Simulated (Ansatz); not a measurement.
**doublet C₆H₅: levels of theory in one basis**

```xyz
11

C     0.0000    0.0000    1.3645
C     0.0000    1.2211    0.7420
C     0.0000   -1.2211    0.7420
C     0.0000    1.2091   -0.6570
C     0.0000   -1.2091   -0.6570
C     0.0000    0.0000   -1.3457
H     0.0000    2.1532    1.2913
H     0.0000   -2.1532    1.2913
H     0.0000    2.1454   -1.2006
H     0.0000   -2.1454   -1.2006
H     0.0000    0.0000   -2.4274
```

Basis set: cc-pVTZ (spherical functions). Left uncorrelated: 6 orbitals. Correlation on ROHF uses semicanonical orbitals with singles. Charge 0, multiplicity 2.

Computed with Ansatz (development build ahead of 0.2.0); each method stands on the lowest determinant of its kind that the runs found.

| method | E − E(ROHF) (eV) | <S²> of the determinant |
| --- | --- | --- |
| ROHF | 0.00 | 0.75 |
| UHF | -0.34 | 1.34 |
| UHF-MP2 | -23.89 | 1.34 |

Q: What does ROHF-MP2 give on the same scale?

A: -24.90 eV.

Q: Is a single determinant a sound starting point here?

A: Only with care. Unrestricted orbitals gain 0.34 eV and <S²> is 1.34 against 0.75 for a pure state, a contamination that matters most for the unrestricted series.

Caution for UHF, UHF-MP2: the unrestricted determinant is spin contaminated.
